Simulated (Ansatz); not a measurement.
# SiNH6 (doublet): from Hartree-Fock to the top rungs at distance N1–H4 along a hydrogen transfer = 1.170 Å, cc-pVDZ

How much of the correlation energy of SiNH6 (doublet) does each wave-function method recover here?

Program: Ansatz 0.2.0, Gaussian basis. Level of theory: cc-pVDZ, correlated electrons: outside noble gas. These are calculated values, not measurements.

To be run: UHF; CCSD(T) on ROHF; CCSD(T) on UHF; BCCD(T) on ROHF; CISD; CCSDT(Q) on ROHF; CCSDT(Q) on UHF; CASSCF and MRCISD+Q, 3 electrons in 3 orbitals; CASSCF and NEVPT2, 3 electrons in 3 orbitals.

## Step 1: The system

The geometry derives from fragments relaxed apart (PBE0/def2-TZVP) and kept rigid, so it is no stationary point. A hydrogen atom is moved between rigid fragments.

8 atoms, charge 0, spin multiplicity 2.

Atoms are counted from 1 here; the program's logs count them from 0.

Bond lengths: N1–H2 1.012 Å, N1–H3 1.012 Å, N1–H4 1.170 Å, H4–Si5 1.651 Å, Si5–H6 1.486 Å, Si5–H7 1.486 Å, Si5–H8 1.486 Å. Angles: H2–N1–H3 107.1°, H2–N1–H4 107.1°, H3–N1–H4 107.1°, N1–H4–Si5 180.0°, H4–Si5–H6 107.6°, H4–Si5–H7 107.6°, H4–Si5–H8 107.6°, H6–Si5–H7 111.3°, H6–Si5–H8 111.3°, H7–Si5–H8 111.3°.

In the tables R marks a restricted open-shell determinant and U an unrestricted one; 'pair' is the active space of 3 electrons in 3 orbitals; correlation energies count from the lowest restricted Hartree-Fock solution.

## Step 2: UHF

Input file in.yaml:

```yaml
crystal:
  periodic: [false, false, false]
  atoms:
    - {symbol: N, position_ang: [-1.863322, -0.011841, -0.018431]}
    - {symbol: H, position_ang: [-2.160602, 0.955993, -0.018431]}
    - {symbol: H, position_ang: [-2.160601, -0.414140, 0.861829]}
    - {symbol: H, position_ang: [-0.693322, -0.011841, -0.018431]}
    - {symbol: Si, position_ang: [0.957678, -0.011841, -0.018431]}
    - {symbol: H, position_ang: [1.407650, -1.428094, -0.018431]}
    - {symbol: H, position_ang: [1.407652, 0.696285, -1.244942]}
    - {symbol: H, position_ang: [1.407652, 0.696286, 1.208081]}
basis:
  gaussian: {orbitals: cc-pVDZ}
magnetization: {spin_polarized: true, initial_magnetization: 1}
hamiltonian: {xc: hf}
output: {orbitals: {seedname: orbitals}}
```

Started as:

```
$ ansatz run in.yaml --threads 1 --pin off --events-out ev --progress --plain --max-ram 4096MiB --backend cpu
```

Further steps of the session: CCSD(T) on ROHF; CCSD(T) on UHF; BCCD(T) on ROHF; CISD; CCSDT(Q) on ROHF; CCSDT(Q) on UHF; CASSCF and MRCISD+Q, 3 electrons in 3 orbitals; CASSCF and NEVPT2, 3 electrons in 3 orbitals.

**Question.** What will the summary of the whole plan be? Wanted: correlation energy, UCCSDT(Q); RMP2 from UCCSDT(Q); UMP2 from UCCSDT(Q); RCCSD from UCCSDT(Q); RCCSD(T) from UCCSDT(Q); UCCSD(T) from UCCSDT(Q); RCCSDT(Q) from UCCSDT(Q); NEVPT2 pair from UCCSDT(Q); MRCISD+Q pair from UCCSDT(Q).

As calculated:

| quantity | value |
| --- | --- |
| correlation energy, UCCSDT(Q) | -9.6131 eV |
| RMP2 from UCCSDT(Q) | +31.51 kcal/mol |
| UMP2 from UCCSDT(Q) | +33.42 kcal/mol |
| RCCSD from UCCSDT(Q) | +6.06 kcal/mol |
| RCCSD(T) from UCCSDT(Q) | +0.97 kcal/mol |
| UCCSD(T) from UCCSDT(Q) | +1.00 kcal/mol |
| RCCSDT(Q) from UCCSDT(Q) | +0.01 kcal/mol |
| NEVPT2 pair from UCCSDT(Q) | +33.24 kcal/mol |
| MRCISD+Q pair from UCCSDT(Q) | +3.58 kcal/mol |
| levels of the table within 1 kcal/mol (43 meV) | RCCSD(T), UCCSD(T), BCCD(T), RCCSDT, UCCSDT, RCCSDT(Q) |
| T1 diagnostic | 0.018 |

What this shows: RCCSD(T) misses by +0.97 kcal/mol, 0.4 % of the correlation energy. Of the multireference levels listed MRCISD+Q pair comes nearest in total energy (+3.58 kcal/mol), which doesn't show that its space is the better one. These misses are within one basis, not against nature; the frozen cores of restricted and unrestricted runs differ, which can shift their rows.
